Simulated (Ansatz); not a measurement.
Results of LDA in Ansatz (plane waves, PAW) for hcp Zr.

A relaxed, unreconstructed slab of the (11-20) face has 16 atoms, two equal faces of 27.730 Å² each and an energy of -65232.7930 eV. A bulk cell of 4 atoms with the same orientation and in-plane k mesh has -16309.8540 eV. Energies are extrapolated to zero smearing.

Numerical settings: plane-wave cutoff 500 eV, 12×10×1 k mesh (along the axes of the cell as run), Fermi–Dirac smearing 0.1 eV, scalar-relativistic PAW data made under PBE.

Worked out: γ = (E_slab − N E_bulk per atom)/2A = [-65232.7930 − 16 × (-16309.8540/4)]/(2 × 27.730) = 0.1194 eV/Å². With 16.022 J/m² per eV/Å² this is 1.91 J/m², or 3.31 eV per surface cell and face.

Ansatz is a first-principles code.
